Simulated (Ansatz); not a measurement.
# H7OSi2: the cost of one run

Method: RKS PBE0/def2-SVP, in Ansatz 0.2.0.

**1. Starting point**

Bond lengths: O1–H2 0.953 Å, O1–Si3 1.674 Å, Si3–Si4 2.289 Å, Si3–H5 1.494 Å, Si3–H7 1.566 Å, Si4–H8 1.479 Å, Si4–H9 1.480 Å, Si4–H10 1.481 Å. Angles: H2–O1–Si3 113.5°, O1–Si3–Si4 121.0°, O1–Si3–H5 120.1°, O1–Si3–H7 85.4°, Si4–Si3–H5 118.9°, Si4–Si3–H7 94.1°, H5–Si3–H7 91.7°, Si3–Si4–H8 112.4°, Si3–Si4–H9 119.7°, Si3–Si4–H10 120.3°, H8–Si4–H9 100.3°, H8–Si4–H10 101.0°, H9–Si4–H10 99.8°.

Structure file:

```xyz
10

O    -0.1814    0.1493   -2.1054
H    -0.1160   -0.7170   -2.4980
Si    0.5564    0.2590   -0.6071
Si   -0.6268   -0.1056    1.3186
H     2.0141    0.5703   -0.5110
H     0.9944   -1.3877   -0.6765
H     0.1893    1.7795   -0.6791
H    -0.1362    0.7159    2.4464
H    -0.6151   -1.4474    1.9426
H    -2.0787    0.1836    1.3696
```

**2. Preparing the start**

Input file input.yaml:

```yaml
crystal:
  periodic: [false, false, false]
  atoms:
    - { symbol: O, position_ang: [-0.1814, 0.1493, -2.1054] }
    - { symbol: H, position_ang: [-0.116, -0.717, -2.498] }
    - { symbol: Si, position_ang: [0.5564, 0.259, -0.6071] }
    - { symbol: Si, position_ang: [-0.6268, -0.1056, 1.3186] }
    - { symbol: H, position_ang: [2.0141, 0.5703, -0.511] }
    - { symbol: H, position_ang: [0.9944, -1.3877, -0.6765] }
    - { symbol: H, position_ang: [0.1893, 1.7795, -0.6791] }
    - { symbol: H, position_ang: [-0.1362, 0.7159, 2.4464] }
    - { symbol: H, position_ang: [-0.6151, -1.4474, 1.9426] }
    - { symbol: H, position_ang: [-2.0787, 0.1836, 1.3696] }
total_charge: -1
basis:
  gaussian: { orbitals: def2-SVP }
hamiltonian:
  xc: pbe0
relax:
  f_tol: 0.02
  max_steps: 40
scf:
  lower_state_search: "off"
```

On the command line:

```console
ansatz run input.yaml --threads 1 --pin off --max-ram 2048MiB --backend cpu --events-out ev --progress --plain --runs-dir out
```

What time and memory should one allow on 1 thread of Intel Xeon 6975P-C (Granite Rapids), shared host?

About 18 s, with a peak of 0.16 GiB.
